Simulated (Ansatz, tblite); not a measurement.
# The cluster PdBr₂: one state, many levels

An exercise on one series of results from a longer session: the logs are not shown, and one member is left open.

The runs use Ansatz 0.2.0, Gaussian basis; as each input shows.

The runs, in order: GFN1-xTB, GFN2-xTB, PBE-D4/def2-TZVP, r2SCAN-D4/def2-TZVP, HF/def2-TZVP, LDA/def2-TZVP, revPBE-D4/def2-TZVP, r2SCANh-D4/def2-TZVP, BHLYP-D4/def2-TZVP, PBE-D4/def2-SVP, PBE0-D4/def2-SVP, PBE0-D4/def2-TZVPD, PBE-D4/def2-TZVPD, r2SCAN-D4/def2-TZVPD, CCSD(T)/def2-TZVPP, MP2/def2-TZVP, RPA/def2-TZVP.

3 further runs of the same task are left out: 3 set aside as unsound or not needed.

### The geometry

The singlet was relaxed beforehand with r2SCAN-D4/def2-TZVP. At that level it is the lowest of the isomers that a small search found.

3 atoms, charge 0, spin multiplicity 1.

Bond lengths: Pd1–Br2 2.300 Å, Pd1–Br3 2.300 Å. Angles: Br2–Pd1–Br3 97.4°.

As a file:

```mol
Br2Pd
  3D, bonds by distance, orders not assigned

  3  2  0  0  0  0  0  0  0  0999 V2000
   -0.4676    0.1618    0.8828 Pd  0  0
   -1.2982   -0.2837   -1.2157 Br  0  0
    1.7658    0.1218    0.3329 Br  0  0
  1  2  8  0
  1  3  8  0
M  END
```

Pd takes a core potential in the def2 sets. No spin-orbit coupling is included.

PBE0-D4/def2-TZVP was run before; its log isn't repeated, and its numbers join the tables.

Set-up of the first run:

Tight binding, by tblite at 300 K electronic temperature and without a spin-polarisation term:

```python
tblite.interface.Calculator('GFN1-xTB', numbers, positions, charge=0, uhf=0).singlepoint()
```

Tight binding, by tblite at 300 K electronic temperature and without a spin-polarisation term:

```python
tblite.interface.Calculator('GFN2-xTB', numbers, positions, charge=0, uhf=0).singlepoint()
```

start.molden holds the orbitals of an earlier run on this state, given as this run's starting guess.

in.yaml reads:

```yaml
crystal:
  periodic: [false, false, false]
  atoms:
    - {symbol: Pd, position_ang: [-0.467619, 0.161846, 0.882798]}
    - {symbol: Br, position_ang: [-1.298203, -0.283666, -1.215738]}
    - {symbol: Br, position_ang: [1.765822, 0.121821, 0.332940]}
basis:
  gaussian: {orbitals: def2-TZVP, initial_orbitals: start.molden}
hamiltonian: {xc: pbe, dispersion: d4}
scf: {omitted_lower_state_checks: [starts]}
output: {forces: true, orbitals: {seedname: orbitals}}
```

Started as:

```
$ ansatz run in.yaml --threads 2 --pin off --events-out ev --progress --plain --max-ram 4352MiB
```

Among the steps run: PBE-D4/def2-TZVP; r2SCAN-D4/def2-TZVP; HF/def2-TZVP; LDA/def2-TZVP; revPBE-D4/def2-TZVP; r2SCANh-D4/def2-TZVP; BHLYP-D4/def2-TZVP; PBE-D4/def2-SVP; PBE0-D4/def2-SVP; PBE0-D4/def2-TZVPD; PBE-D4/def2-TZVPD; r2SCAN-D4/def2-TZVPD; CCSD(T)/def2-TZVPP; MP2/def2-TZVP; RPA/def2-TZVP.

One table of the session follows, with a row left open; its other results are not shown here.

It belongs to the step «Binding energy». 

| level | binding an atom (eV) |
| --- | --- |
| HF/def2-TZVP | 0.631 |
| HF/def2-TZVPP | 0.664 |
| LDA/def2-TZVP | 2.202 |
| PBE-D4/def2-SVP | 1.809 |
| PBE-D4/def2-TZVP | 1.810 |
| PBE-D4/def2-TZVPD | 1.811 |
| revPBE-D4/def2-TZVP | 1.694 |
| r2SCAN-D4/def2-TZVP | 1.827 |
| r2SCAN-D4/def2-TZVPD | ? |
| r2SCANh-D4/def2-TZVP | 1.734 |
| PBE0-D4/def2-SVP | 1.582 |
| PBE0-D4/def2-TZVP | 1.596 |
| PBE0-D4/def2-TZVPD | 1.598 |
| BHLYP-D4/def2-TZVP | 1.321 |
| RPA/def2-TZVP | 1.425 |
| MP2/def2-TZVP | 1.642 |
| CCSD/def2-TZVPP | 1.385 |
| CCSD(T)/def2-TZVPP | 1.540 |

Estimate the missing values for r2SCAN-D4/def2-TZVPD.

As computed: binding an atom (eV): 1.829. In the column «binding an atom (eV)» it lies between r2SCAN-D4/def2-TZVP (1.827) and LDA/def2-TZVP (2.202).

Limits of these values: Free atoms were run apart at each level; binding is atoms less cluster, divided by the number of atoms, without zero-point or spin-orbit terms.
